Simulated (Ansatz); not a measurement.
Isolated molecules relaxed with PBE0-D4/def2-TZVP in Ansatz; ΔE leaves out vibrations. CCSD(T)/CBS adds triple-zeta CCSD(T) − MP2 to the extrapolated MP2 energy (def2 sets, frozen cores). DFT in def2-TZVPP. B3LYP here is the variant with VWN-RPA as its local correlation; programs differ in this. Each species was taken in one conformer, which may not be the lowest.

Consider the redistribution: `BBC` + `CBN` → `CBC` + `BBN`.

```tsv
level	ΔE (kcal/mol)	difference from CCSD(T)/CBS
r2SCAN-D4	3.2	0.7
B3LYP-D4	2.8	0.3
BHLYP-D4	2.6	0.1
CAM-B3LYP-D4	2.6	0.1
ωB97M-V	2.6	0.1
BLYP	3.0	0.5
r2SCANh	3.1	0.6
SCS-MP2/def2-TZVPP	2.2	-0.3
CCSD(T)/def2-TZVPP	2.4	-0.1
HF/CBS(def2)	2.3	-0.2
CCSD(T)/CBS	2.5	0
```

Largest T1 diagnostic among the species: 0.013.

Leaving LDA and LC-ωPBE aside and taking each functional with its dispersion term where it has one, the values, not all of them listed here, spread over 0.8 kcal/mol, from ωB97X-V to B97M-V.
